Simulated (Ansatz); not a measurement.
An Ansatz input:

```yaml
crystal:
  lattice:
    - [-1.6344185686, 1.6344185686, 1.6344185686]
    - [1.6344185686, -1.6344185686, 1.6344185686]
    - [1.6344185686, 1.6344185686, -1.6344185686]
  atoms:
    - { symbol: Nb, position: [0.0, 0.0, 0.0], spin: 1.0 }
hamiltonian:
  xc: pbesol
  pseudopotentials:
    kind: paw
    azcp:
      Nb: "pseudopotentials/Nb.paw.azcp"
basis:
  ecutwfc: 420
  fft_grid_basis: typed
kpoints:
  mp_grid: { grid: [22, 22, 22], shift: [0, 0, 0] }
magnetization:
  spin_polarized: true
scf:
  occupations: { method: fermi_dirac, width: 0.05 }
```

and its output:

```
Warning: the record states the generating functional pbe (its physics header spells it `PBE`), which answers neither for hamiltonian.xc's functional nor for the pbesol family's — results may be inconsistent (PPs are generated against a specific XC)
Engine: ansatz 0.2.0, aarch64-unknown-linux-gnu
Pseudopotentials: kind: paw
Pseudopotential: Nb, paw, valence charge 13, recommended cutoff 420 eV (normal) 
Functional definition: PBEsol
  exchange = pbesol_x
  correlation = pbesol_c
Crystal: 1 atoms, lattice volume = 17.464 Å³
Basis set: ecut = 420 eV, 321 PW (Γ)
Bands: 11, of which v1, the nominal top of the filled ones, is band 7 counted from 1 (6 counted from 0)
Symmetry: 48 space group operations
Space group: Im-3m (ITA 229), of the structure as read, at distance tolerance 2.6e-5 Å
Magnetic group: BNS 229.140 (UNI 1642), of the structure as read, at distance tolerance 2.6e-5 Å
k-points: 328 of 10648
Non-local potential: Nb, projectors of the file, l = 0: 3, l = 1: 2, l = 2: 2, l = 3: 1
PAW form: soft (Blöchl's): semilocal exchange-correlation on the pseudo side does not see the compensation charge
PAW frozen core: Nb, regenerated for the run's functional, and the local potential with it (the file was generated under x = pbe(κ = 0.804, μ = 0.2195149727645171), c = pbe(β = 0.06672455060314922))
PAW one-centre angular grid: Nb, 590 points (default); XC on 64 Gauss nodes
Initial density: superposition of atomic densities (chi_scale 0.1, normalization cell)
Starting moments: Σ|m| = 1 μB on 1 of 1 site
Initial wavefunctions: pseudopotential atomic-orbital guess
Functional: x = pbesol(κ = 0.804, μ = 0.12345679012345678), c = pbesol(β = 0.046)
SCF iter   1: F=—  HF=-4496.047146 eV  |F-HF|=—  |Δ(HF+E_count)|=         —  Δρ=5.97e-2 (↑5.97e-2 ↓3.06e-2)  dr2=1.15e0  dr2_m=1.19e-1  M=0.262 μB ∫|m|=0.262 μB  β_m=0.30  ethr=3.10e-3  ⟨swp⟩=5.0  Hψ=40878  notcnv=0
Mixer restart at iter 1: flushing history
SCF iter   2: F=—  HF=-4495.608774 eV  |F-HF|=—  |Δ(HF+E_count)|=   4.38e-1  Δρ=3.68e-2 (↑3.68e-2 ↓2.03e-2)  dr2=3.01e-1  dr2_m=6.51e-2  M=0.218 μB ∫|m|=0.218 μB  β_m=0.47  ethr=3.10e-3  ⟨swp⟩=2.9  Hψ=17964  notcnv=0  defer=86
SCF iter   3: F=—  HF=-4495.457863 eV  |F-HF|=—  |Δ(HF+E_count)|=   1.51e-1  Δρ=1.03e-2 (↑1.03e-2 ↓9.88e-3)  dr2=7.67e-3  dr2_m=1.13e-2  M=0.122 μB ∫|m|=0.122 μB  β_m=0.70  ethr=2.31e-3  ⟨swp⟩=2.6  Hψ=13235  notcnv=0  defer=86
SCF iter   4: F=—  HF=-4495.458722 eV  |F-HF|=—  |Δ(HF+E_count)|=   8.60e-4  Δρ=1.88e-3 (↑1.88e-3 ↓1.81e-3)  dr2=4.72e-5  dr2_m=5.17e-4  M=0.038 μB ∫|m|=0.038 μB  β_m=0.85  ethr=5.90e-5  ⟨swp⟩=1.5  Hψ=11440  notcnv=0  defer=86
SCF iter   5: F=—  HF=-4495.459187 eV  |F-HF|=—  |Δ(HF+E_count)|=   4.65e-4  Δρ=4.54e-4 (↑4.50e-4 ↓4.54e-4)  dr2=5.47e-6  dr2_m=3.13e-5  M=0.010 μB ∫|m|=0.010 μB  β_m=0.93  ethr=3.63e-7  ⟨swp⟩=2.5  Hψ=11573  notcnv=0  defer=86
SCF iter   6: F=—  HF=-4495.459227 eV  |F-HF|=—  |Δ(HF+E_count)|=   3.97e-5  Δρ=3.60e-5 (↑3.60e-5 ↓3.45e-5)  dr2=1.01e-7  dr2_m=1.69e-7  M=0.001 μB ∫|m|=0.001 μB  β_m=0.96  ethr=4.21e-8  ⟨swp⟩=2.0  Hψ=11232  notcnv=0  defer=86
SCF iter   7: F=—  HF=-4495.459227 eV  |F-HF|=—  |Δ(HF+E_count)|=   3.55e-7  Δρ=3.29e-6 (↑3.13e-6 ↓3.29e-6)  dr2=7.19e-10  dr2_m=1.42e-9  M=0.000 μB ∫|m|=0.000 μB  β_m=0.98  ethr=7.76e-10  ⟨swp⟩=2.0  Hψ=11556  notcnv=0  defer=86
SCF iter   8: F=—  HF=-4495.459227 eV  |F-HF|=—  |Δ(HF+E_count)|=   1.11e-9  Δρ=4.83e-7 (↑4.83e-7 ↓4.69e-7)  dr2=2.43e-12  dr2_m=3.48e-11  M=-0.000 μB ∫|m|=0.000 μB  β_m=0.99  ethr=5.53e-12  ⟨swp⟩=2.1  Hψ=11344  notcnv=0  defer=86
SCF iter   9: F=-4495.459227 eV  HF=-4495.459227 eV  |F-HF|=0.00e0  |Δ(HF+E_count)|=  8.64e-11  Δρ=4.78e-8 (↑4.17e-8 ↓4.78e-8)  dr2=2.60e-14  dr2_m=3.09e-13  M=-0.000 μB ∫|m|=0.000 μB  ethr=1.00e-12  ⟨swp⟩=1.0  Hψ=18301  notcnv=0
SCF 1 converged in 9 iterations: F = -4495.459227 eV  dr2 = 2.60e-14
WARN: the starting moments were not kept: the SCF closed with an absolute magnetisation of 1.1e-6 μB, where they sum to 1 μB in size (1 site). That is at most 0.1 of that sum. Measured as dr2_m measures the in/out step, that magnetisation stands 1.7e-13 eV from none, at or under the dr2_threshold of 1.0e-7 eV: it is no larger than a step whose dr2_m would equal this threshold. The system may hold no moment; this SCF shows only that its start led to no more than that. To try another start: raise the starting moments (crystal.atoms[].spin, magnetization.per_species, magnetization.initial_magnetization, or on a non-collinear deck that types none of these the spinor_matrix: blocks that start its atoms; where the total moment is fixed, keep their sum and leave initial_magnetization as it is; typed ones take the place of any that the run laid by itself, positive ones on a crystal's lanthanoids without a Hubbard term where scf.initial_density.shell_occupations: [] is typed) or, if the notice of its spin-set hold's release reads "site moments contracting" or "site moments show no strong build", lengthen the hold (scf.mixing.spin_hold: { on: { confirm: 4 } }; for m-r²SCAN on two components see the key's manual first). Each may lead to a state that holds a moment. A second SCF, from the converged charge density, with the starting moments and any scf.initial_density.shell_occupations laid on it anew, would have followed, and was not run: the deck does not ask for one (magnetization.retry_lost_moments is false, the default). To let it run, set magnetization.retry_lost_moments: true and run the deck again, where that key's refused combinations let it; where memory then withholds it, that run's warning says so.
SCF converged after 9 iterations
Magnetization: -0.0000 μB (6.5000 up, 6.5000 down)
Absolute magnetization: 0.0000 μB (∫|ρ↑−ρ↓|, with the PAW one-centre terms)
Spin contamination: 0.0000 ħ² per cell (⟨S²⟩ above its minimum at these occupations)
Per-site moments (μB) at R_I (Å): [(-5.891931472626242e-7, 1.1677446006802943)]
Free energy (F): -4495.459227 eV
Harris-Foulkes:  -4495.459227 eV  (|F-HF|=0.00e0)
Internal energy: -4495.446940 eV  (E = F + TS)
E sigma→0 (E₀):  -4495.453083 eV
Entropy (-TS):   -0.012287 eV (-12.287 meV/atom)
Fermi energy:    18.271084 eV
--- Per-component energies (eV) ---
  E_band       = -60.056997
  E_kinetic    = 396.238627
  E_local      = -676.561138  (includes V_loc(G=0)·N_el)
  E_nonlocal   = 121.841203
  E_hartree    = 210.305461
  E_xc         = -174.914230
  E_vxc        = -213.082084  (∫ρ·V_xc dr)
  E_paw        = -3017.901693  (= ΣΔE_a)
  E_vpaw       = -109.104535  (= ΣTr[D̂ρ^β])
  E_aug_tail   = 0.000006  (compensation charges beyond the density's cutoff)
  E_ewald      = -1354.643885
  E_core_change = 0.188709  (= ΣΔE_core)
  E_smearing   = -0.012287  (= −TS)
  E_closure    = 0.000000  (closes the sum)
  Σ components = -4495.459227   (vs F -4495.459227, Δ=0.00e0)
```
